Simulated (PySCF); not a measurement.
C3H9N, SMILES CN(C)C.

Coordinates come from a B3LYP-D3(BJ)/def2-SVP optimisation.

Two levels are set side by side: TDDFT-PBE/def2-SVPD (PySCF) and TDDFT-LC-ωPBE/def2-SVPD (PySCF). Vertical, same geometry. The lowest singlet is HOMO→LUMO 100 % with PBE and HOMO→LUMO 90 % with the other functional; states are paired by order. Differences are taken from unrounded values.

```
quantity                               TDDFT-LC-ωPBE  TDDFT-PBE  TDDFT-PBE minus TDDFT-LC-ωPBE
-------------------------------------  -------------  ---------  -----------------------------
lowest singlet excitation (eV)                  6.53       4.86                          -1.67
lowest triplet excitation (TDA) (eV)            6.31       4.71                          -1.60
first bright state (f over 0.05) (eV)           8.44       6.88                          -1.56
its oscillator strength                         0.14       0.12                          -0.02
```

A lower first singlet is the usual sign of a functional without exact exchange. Differences between two approximate levels are no errors against the true value.

Rough cost on one machine, each run with all the roots and properties that it gave: TDDFT-LC-ωPBE against TDDFT-PBE about 10 times.
